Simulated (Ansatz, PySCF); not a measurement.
diphosphorus (P2), SMILES P#P.

The structure is a stationary point at B3LYP-D3(BJ)/def2-TZVPD.

Two levels are set side by side: PBE/def2-TZVPD (Ansatz, an electronic-structure program) and EOM-CCSD/aug-cc-pVDZ (PySCF). PBE by ΔSCF, the other level by its IP root; same geometry, the bases differ. Differences are taken from unrounded values.

| quantity | PBE |
|---|---|
| vertical ionisation energy (eV) | 10.52 |

Task: These are the PBE values. What does EOM-CCSD give? (Estimate from the structure and the level; the computed values follow.)

Result: 
```csv
quantity,EOM-CCSD,PBE minus EOM-CCSD
vertical ionisation energy (eV),10.59,-0.08
```

Here PBE gives about what the other level gives.
